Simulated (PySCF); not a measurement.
All values below come from r2SCAN-D4/def2-TZVP in PySCF. All species are isolated molecules in the gas phase. 

Reference species (SMILES): `F[SiH]F` (neutral, multiplicity 2).

- highest occupied spin orbital = -6.08 eV

Changed species: `[SH]` (radical fragment; the reference has radical fragment).

Problem. Predict the effect on the highest occupied spin orbital.

Solution. the highest occupied spin orbital falls by 0.32 eV, to -6.40 eV.
